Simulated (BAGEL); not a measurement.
**AlCl2 (SMILES [Cl][Al][Cl]) at FCI/STO-3G (density fitting with qzvpp-jkfit)**

What is the energy change on altering one bond length of AlCl2 at FCI/STO-3G (density fitting with qzvpp-jkfit)? 

Program for the calculation: BAGEL 1.2.2.

2 further runs of the same task are left out: 2 set aside as unsound or not needed. Runs told in other sessions of the task aren't counted.

### Step 1. The system as given

The species is AlCl2 (3 atoms), meant as a doublet with charge 0. SMILES: `[Cl][Al][Cl]`. The shape is that of a PBE0-D4/def2-TZVP optimisation.

Bond lengths: Cl1–Al2 2.102 Å, Al2–Cl3 2.102 Å. Angles: Cl1–Al2–Cl3 118.9°.

### Step 2. The energy at FCI/STO-3G (density fitting with qzvpp-jkfit)

input.json

```json
{ "bagel": [

{
  "title": "molecule",
  "basis": "sto-3g",
  "df_basis": "qzvpp-jkfit",
  "angstrom": "true",
  "geometry": [
    { "atom": "Cl", "xyz": [       1.374800,       0.868300,       0.838700 ] },
    { "atom": "Al", "xyz": [      -0.432100,       0.520700,      -0.177200 ] },
    { "atom": "Cl", "xyz": [      -0.953600,      -1.453800,      -0.674700 ] }
  ]
},

{
  "title": "hf",
  "charge": 1
},

{
  "title": "fci",
  "nstate": 1,
  "ncore": 15,
  "nspin": 1
}

]}
```

Started as:

```sh
$ BAGEL_NUM_THREADS=1 BAGEL input.json > input.out
```

The log of the run:

```text
* using 1 threads per process

  ===============================================================
  ===============================================================

  *** Geometry ***

  { "atom" : "Cl", "xyz" : [      2.597995,      1.640849,      1.584913 ] },
  { "atom" : "Al", "xyz" : [     -0.816551,      0.983980,     -0.334859 ] },
  { "atom" : "Cl", "xyz" : [     -1.802043,     -2.747284,     -1.274998 ] },

  Number of auxiliary basis functions:      384

  Since a DF basis is specified, we compute 2- and 3-index integrals:
    o Being stored without compression. Storage requirement is 0.002 GB

  Number of basis functions:       27
  Number of electrons      :       47

    * METHOD: MOLECULE                             0.07

  *** RHF ***

  === Nuclear Repulsion ===
   153.5261948265

      * DIIS with orbital gradients will be used.

  === RHF iteration (sto-3g) ===
      0      -1147.93934977          0.01837989           0.01
      1      -1148.05926811          0.00551124           0.01
      2      -1148.06763475          0.00059062           0.01
      3      -1148.06785012          0.00014180           0.01
      4      -1148.06786223          0.00003593           0.01
      5      -1148.06786366          0.00001118           0.01
      6      -1148.06786381          0.00000242           0.01
      7      -1148.06786381          0.00000070           0.01
      8      -1148.06786381          0.00000008           0.01
      9      -1148.06786381          0.00000001           0.01
    * SCF iteration converged.

    * Permanent dipole moment:
           (    1.663495,    -2.105425,     0.670887) a.u.

    * METHOD: HF                                   0.14

  ---------------------------
        FCI calculation
  ---------------------------

  Performs exactly the same way as Knowles & Handy 1984 CPL

  o alpha-beta strings
      length:           715
  o size of the space
      determinant space:  108900
      spin-adapted space: 56628

  o single displacement lists (alpha)
      length:          7920
  o single displacement lists (beta)
      length:         19800

     guess   0:   closed 11111111....         open ........1...

  === FCI iteration ===

      0  0     -1148.29039261     7.49e-04      0.12
      1  0     -1148.33199399     3.46e-04      0.12
      2  0     -1148.33887965     1.51e-04      0.13
      3  0     -1148.33994528     6.34e-05      0.12
      4  0     -1148.34011790     2.90e-05      0.12
      5  0     -1148.34015232     1.36e-05      0.12
      6  0     -1148.34015897     5.62e-06      0.12
      7  0     -1148.34016001     2.12e-06      0.13
      8  0     -1148.34016016     7.91e-07      0.13
      9  0     -1148.34016018     3.21e-07      0.13
     10  0     -1148.34016018     1.38e-07      0.13
     11  0     -1148.34016019     5.48e-08      0.13
     12  0     -1148.34016019     2.38e-08      0.12
     13  0     -1148.34016019     9.95e-09      0.13
     14  0     -1148.34016019     4.24e-09      0.12
     15  0     -1148.34016019     1.77e-09      0.13
     16  0     -1148.34016019     6.81e-10      0.13
     17  0     -1148.34016019     2.62e-10      0.13
     18  0 *   -1148.34016019     9.69e-11      0.12

     * ci vector, state   0, <S^2> = 0.7500
       22222222a...     0.9738287469
       22a222222...    -0.0956254402
       22222a222...     0.0758580909
       222b2222a..a     0.0637869976
       222a2222a..b    -0.0528916292

    * METHOD: FCI                                  2.41

  ===============================================================
```

It took 2.8 s on 1 thread of Arm Neoverse V2, shared host; peak memory 0.21 GiB.

### Step 3. The distorted shape, same level

job.json

```json
{ "bagel" : [

{
  "title" : "molecule",
  "basis" : "sto-3g",
  "df_basis" : "qzvpp-jkfit",
  "angstrom" : true,
  "geometry" : [
    { "atom" : "Cl", "xyz" : [    1.916868,    0.972580,    1.143469 ] },
    { "atom" : "Al", "xyz" : [   -0.432100,    0.520700,   -0.177200 ] },
    { "atom" : "Cl", "xyz" : [   -0.953600,   -1.453800,   -0.674700 ] }
  ]
},
{
  "title" : "hf",
  "charge" : 1
},
{
  "title" : "fci",
  "nstate" : 1,
  "ncore" : 15,
  "nspin" : 1
}

]}
```

Started as:

```sh
$ BAGEL_NUM_THREADS=1 BAGEL job.json > job.out
```

The log of the run:

```text
* using 1 threads per process

  ===============================================================
  ===============================================================

  *** Geometry ***

  { "atom" : "Cl", "xyz" : [      3.622356,      1.837910,      2.160843 ] },
  { "atom" : "Al", "xyz" : [     -0.816551,      0.983980,     -0.334859 ] },
  { "atom" : "Cl", "xyz" : [     -1.802043,     -2.747284,     -1.274998 ] },

  Number of auxiliary basis functions:      384

  Since a DF basis is specified, we compute 2- and 3-index integrals:
    o Being stored without compression. Storage requirement is 0.002 GB

  Number of basis functions:       27
  Number of electrons      :       47

    * METHOD: MOLECULE                             0.07

  *** RHF ***

  === Nuclear Repulsion ===
   135.0672781497

      * DIIS with orbital gradients will be used.

  === RHF iteration (sto-3g) ===
      0      -1147.75832957          0.02022522           0.01
      1      -1147.89949356          0.01447910           0.01
      2      -1147.96373749          0.00158719           0.01
      3      -1147.96518797          0.00051875           0.01
      4      -1147.96541269          0.00019286           0.01
      5      -1147.96547798          0.00012039           0.01
      6      -1147.96551895          0.00004728           0.01
      7      -1147.96552515          0.00001631           0.01
      8      -1147.96552562          0.00000657           0.01
      9      -1147.96552570          0.00000125           0.01
     10      -1147.96552570          0.00000023           0.01
     11      -1147.96552570          0.00000007           0.01
     12      -1147.96552570          0.00000002           0.01
     13      -1147.96552570          0.00000000           0.01
    * SCF iteration converged.

    * Permanent dipole moment:
           (    1.801475,    -1.993226,     0.757802) a.u.

    * METHOD: HF                                   0.18

  ---------------------------
        FCI calculation
  ---------------------------

  Performs exactly the same way as Knowles & Handy 1984 CPL

  o alpha-beta strings
      length:           715
  o size of the space
      determinant space:  108900
      spin-adapted space: 56628

  o single displacement lists (alpha)
      length:          7920
  o single displacement lists (beta)
      length:         19800

     guess   0:   closed 11111111....         open ........1...

  === FCI iteration ===

      0  0     -1148.22532621     6.80e-04      0.13
      1  0     -1148.26588811     3.33e-04      0.12
      2  0     -1148.27521583     1.53e-04      0.13
      3  0     -1148.27660149     6.33e-05      0.13
      4  0     -1148.27684334     2.96e-05      0.13
      5  0     -1148.27689515     1.49e-05      0.13
      6  0     -1148.27690724     7.35e-06      0.13
      7  0     -1148.27691012     3.45e-06      0.13
      8  0     -1148.27691069     1.67e-06      0.13
      9  0     -1148.27691082     8.26e-07      0.13
     10  0     -1148.27691085     3.75e-07      0.13
     11  0     -1148.27691086     1.85e-07      0.13
     12  0     -1148.27691086     9.51e-08      0.13
     13  0     -1148.27691086     4.52e-08      0.13
     14  0     -1148.27691086     3.05e-08      0.13
     15  0     -1148.27691086     1.87e-08      0.13
     16  0     -1148.27691086     9.94e-09      0.13
     17  0     -1148.27691086     5.04e-09      0.13
     18  0     -1148.27691086     2.50e-09      0.12
     19  0     -1148.27691086     1.19e-09      0.13
    ** throwing out 1 trial vectors **
     20  0     -1148.27691086     5.58e-10      0.13
    ** throwing out 1 trial vectors **
     21  0     -1148.27691086     2.50e-10      0.12
    ** throwing out 1 trial vectors **
     22  0     -1148.27691086     1.09e-10      0.12
    ** throwing out 1 trial vectors **
     23  0 *   -1148.27691086     4.60e-11      0.12

     * ci vector, state   0, <S^2> = 0.7500
       22222222a...    -0.9642353323
       2222222ab.a.    -0.0932347822
       2222222ba.a.    -0.0708702300
       2222222.2.a.     0.0573750300
       22222222..a.    -0.0541512992
       2222222a2...     0.0529820985
       22a22222b.a.    -0.0523020871
       22a22222.2..    -0.0504495199

    * METHOD: FCI                                  3.08

  ===============================================================
```

It took 3.6 s on 1 thread of Arm Neoverse V2, shared host; peak memory 0.21 GiB.

### Step 4. Results

Level: FCI/STO-3G (density fitting with qzvpp-jkfit), 15 core orbitals frozen.

| quantity | value |
| --- | --- |
| first shape: total energy | -1148.34016 Eh |
| distorted shape: total energy | -1148.27691 Eh |
| energy change with the Cl1–Al2 bond stretched from 2.102 to 2.732 Å | 1.721 eV |

What this shows: With the Cl1–Al2 bond stretched from 2.102 to 2.732 Å the energy rises by 1.72 eV (166 kJ/mol). The first shape isn't relaxed at this level, so the change isn't measured from a minimum. The minimal basis adds a large error of its own.
